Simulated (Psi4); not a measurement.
# BF (SMILES [B]F) at TPSSh/def2-TZVPPD

What is the vertical electron affinity of BF at TPSSh/def2-TZVPPD? 

The results are computed with Psi4 1.11.

**1. Starting point**

BF: 2 atoms, total charge 0, spin state singlet. As SMILES, `[B]F`. The coordinates come from a PBE0-D4/def2-TZVP relaxation.

Bond lengths: B1–F2 1.263 Å.

**2. Energy and gradient at TPSSh/def2-TZVPPD**

Input file bf.py:

```python
import psi4

psi4.set_memory('2200 MB')
psi4.set_num_threads(1)
psi4.core.set_output_file('output.dat', False)

geom = psi4.geometry("""
B      0.000000     0.000000    -0.009350
F      0.000000     0.000000     1.253740
symmetry c1
""")

options = {'basis': 'def2-TZVPPD', 'reference': 'rks', 'puream': True, 'e_convergence': 1e-09, 'd_convergence': 1e-08, 'scf_type': 'pk', 'dft_radial_points': 99, 'dft_spherical_points': 590}
psi4.set_options(options)

energy_value, wavefunction = psi4.gradient("tpssh", return_wfn=True)
print('gradient / Eh bohr^-1')
print(energy_value.np.round(6))
print(f'energy = {wavefunction.energy():.10f} Eh')
for k, v in sorted(psi4.core.scalar_variables().items()):
    print(f'{k:45s} {v:18.10f}')
```

The run is started by

```sh
$ python bf.py
```

output.dat, shortened:

```text
[...]
  Running in c1 symmetry.
[...]
  Nuclear repulsion =   18.852951476260600
[...]
  Multiplicity = 1
[...]
  Nalpha       = 7
  Nbeta        = 7
[...]
    Number of basis functions: 77
[...]
   @RKS iter   1:  -124.67847280157716   -3.98026e-01   4.36297e-03 DIIS/ADIIS
[...]
   @RKS iter   9:  -124.71318330437920   -4.83169e-13   1.35624e-09 DIIS
[...]
    Orbital Energies [Eh]
    ---------------------
    Doubly Occupied:
       1A    -24.689219     2A     -6.797106     3A     -1.275587
       4A     -0.597352     5A     -0.507315     6A     -0.507315
       7A     -0.273124
[...]
  @RKS Final Energy:  -124.71318330437920
   => Energetics <=
    Nuclear Repulsion Energy =             18.8529514762605999
    One-Electron Energy =                -208.9006698866750469
    Two-Electron Energy =                  78.3928152492653680
    DFT Exchange-Correlation Energy =     -13.0582801432301032
    Empirical Dispersion Energy =           0.0000000000000000
    VV10 Nonlocal Energy =                  0.0000000000000000
    Total Energy =                       -124.7131833043792000
[...]
 Multipole Moments:
 ------------------------------------------------------------------------------------
     Multipole            Electronic (a.u.)      Nuclear  (a.u.)        Total (a.u.)
 ------------------------------------------------------------------------------------
 L = 1.  Multiply by 2.5417464519 to convert [e a0] to [Debye]
 Dipole X            :          0.0000000            0.0000000            0.0000000
 Dipole Y            :          0.0000000            0.0000000            0.0000000
 Dipole Z            :          0.0889267            0.3254674            0.4143941
 Magnitude           :                                                    0.4143941
[...]
  -Total Gradient:
     Atom            X                  Y                   Z
    ------   -----------------  -----------------  -----------------
       1        0.000000000094     0.000000000077     0.008286639514
       2       -0.000000000095    -0.000000000077    -0.008288959707
[...]
```

Standard output:

```text
gradient / Eh bohr^-1
[[ 0.        0.        0.008287]
 [-0.       -0.       -0.008289]]
energy = -124.7131833044 Eh
CURRENT ENERGY                                   -124.7131833044
CURRENT REFERENCE ENERGY                         -124.7131833044
DD SOLVATION ENERGY                                 0.0000000000
DFT FUNCTIONAL TOTAL ENERGY                      -124.7131833044
DFT TOTAL ENERGY                                 -124.7131833044
DFT VV10 ENERGY                                     0.0000000000
DFT XC ENERGY                                     -13.0582801432
GRID ELECTRONS ALPHA                                7.0000000058
GRID ELECTRONS BETA                                 7.0000000058
GRID ELECTRONS TOTAL                               14.0000000116
NUCLEAR REPULSION ENERGY                           18.8529514763
ONE-ELECTRON ENERGY                              -208.9006698867
PCM POLARIZATION ENERGY                             0.0000000000
PE ENERGY                                           0.0000000000
SCF ITERATION ENERGY                             -124.7131833044
SCF ITERATIONS                                      9.0000000000
SCF TOTAL ENERGY                                 -124.7131833044
TWO-ELECTRON ENERGY                                78.3928152493
XC GRID RADIAL POINTS                              99.0000000000
XC GRID SPHERICAL POINTS                          590.0000000000
XC GRID TOTAL POINTS                           114785.0000000000
```

Run time: 9.6 s. Hardware: 1 thread of Intel Xeon 6975P-C (Granite Rapids), shared host; peak memory 0.87 GiB.

**3. The doublet anion**

Input file input.in:

```
memory 2200 MB

molecule mol {
  -1 2
  B
  F 1 r2

  r2 = 1.26309
  symmetry c1
}

set basis def2-TZVPPD
set reference uks
set puream true
set e_convergence 1e-09
set d_convergence 1e-08
set scf_type pk
set dft_radial_points 99
set dft_spherical_points 590
set maxiter 100

e_tot, wfn = gradient('tpssh', return_wfn=True)
oeprop(wfn, 'LOWDIN_CHARGES', 'QUADRUPOLE', 'WIBERG_LOWDIN_INDICES')
print_variables()
```

The run is started by

```sh
$ psi4 -i input.in -o input.out -n 1
```

input.out, shortened:

```text
[...]
  Running in c1 symmetry.
[...]
  Nuclear repulsion =   18.852951476260600
[...]
  Multiplicity = 2
[...]
  Nalpha       = 8
  Nbeta        = 7
[...]
    Number of basis functions: 77
[...]
   @UKS iter   1:  -124.52168072650284   -2.41233e-01   6.53229e-03 DIIS/ADIIS
[...]
   @UKS iter  12:  -124.67407859547255   -5.54223e-13   2.27341e-09 DIIS
[...]
   @S^2 Observed:                7.560209194E-01
[...]
  @UKS Final Energy:  -124.67407859547255
   => Energetics <=
    Nuclear Repulsion Energy =             18.8529514762605999
    One-Electron Energy =                -212.6043566410401695
    Two-Electron Energy =                  82.3276049142212685
    DFT Exchange-Correlation Energy =     -13.2502783449142640
    Empirical Dispersion Energy =           0.0000000000000000
    VV10 Nonlocal Energy =                  0.0000000000000000
    Total Energy =                       -124.6740785954725510
[...]
  -Total Gradient:
     Atom            X                  Y                   Z
    ------   -----------------  -----------------  -----------------
       1       -0.000000001862    -0.000000000120     0.080645374768
       2        0.000000001862     0.000000000120    -0.080647414909
[...]
 Multipole Moments:
 ------------------------------------------------------------------------------------
     Multipole            Electronic (a.u.)      Nuclear  (a.u.)        Total (a.u.)
 ------------------------------------------------------------------------------------
 L = 1.  Multiply by 2.5417464519 to convert [e a0] to [Debye]
 Dipole X            :         -0.0000002            0.0000000           -0.0000002
 Dipole Y            :         -0.0000000            0.0000000           -0.0000000
 Dipole Z            :          1.8658702            0.3254674            2.1913376
 Magnitude           :                                                    2.1913376
 L = 2.  Multiply by 1.3450342976 to convert [e a0^2] to [Debye ang]
 Quadrupole XX       :        -11.8032356            0.0000000          -11.8032356
 Quadrupole XY       :          0.3076184            0.0000000            0.3076184
[...]
```

Wall time 17 s (1 thread of Intel Xeon 6975P-C (Granite Rapids), shared host); peak memory 0.87 GiB.

**4. Summary of results**

Level: TPSSh/def2-TZVPPD.

| quantity | value |
| --- | --- |
| singlet BF: total energy | -124.71318 Eh |
| singlet BF: dipole moment | 1.05 D |
| singlet BF: HOMO energy | -7.43 eV |
| singlet BF: LUMO energy | -1.53 eV |
| singlet BF: HOMO–LUMO gap | 5.91 eV |
| singlet BF: largest force on an atom | 0.426 eV/Å |
| doublet anion: total energy | -124.67408 Eh |
| doublet anion: HOMO energy (highest over α and β) | 3.50 eV |
| doublet anion: LUMO energy (lowest over α and β) | 4.17 eV |
| doublet anion: ⟨S²⟩ | 0.756 |
| doublet anion: largest force on an atom | 4.147 eV/Å |
| vertical electron affinity (to the doublet anion) | -1.064 eV |

The anion lies 1.06 eV (25 kcal/mol) above the neutral: the electron isn't bound at this level, and such a value depends on the basis. The largest force (singlet BF) is 0.43 eV/Å: the shape isn't a stationary point for this species at this level. The HOMO (doublet anion) lies at positive energy, 3.50 eV; only total energies tell whether the electron is bound.
